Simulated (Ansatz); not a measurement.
A relaxed structure of BAs. Space group F-43m (No. 216), zinc blende type. All values below come from PBE (plane waves to 420 eV, PAW, scalar-relativistic; Ansatz, a quantum-chemistry and plane-wave program).

```xyz
2
Lattice="0.0000 2.4047 2.4047 2.4047 0.0000 2.4047 2.4047 2.4047 0.0000" Properties=species:S:1:pos:R:3 pbc="T T T"
As     3.6071     3.6071     3.6071
B      0.0000     0.0000     0.0000
```

For BAs, the volume per atom is 13.91 Å³, the band gap is 1.21 eV, indirect (valence top at Γ, conduction bottom at 82 % of the way from Γ to X) (no spin-orbit coupling) and the smallest direct gap is 3.25 eV at Γ. The shortest distances is As–B 2.08 Å; As–As 3.40 Å; B–B 3.40 Å. The k-mesh is 12×12×12.

No spin polarisation in the result.

Measured for BAs: a 4.777 Å (room temperature; as listed in M J Lucero, T M Henderson, G E Scuseria, Journal of Physics Condensed Matter (2012)); gap 1.82 eV (room temperature; as listed in Joon Sang Kang et al., Applied Physics Letters (2019)). Computed minus measured — a: PBE +0.7 %; gap: PBE -0.61 eV. The computed values are for a static lattice, and a measured gap can be an optical one, lowered by exciton binding.

The run could not lose the symmetry of its start; a randomly shaken copy of 2 atoms returns to this structure.

All atoms sit on sites fixed by symmetry, so only the cell could relax.
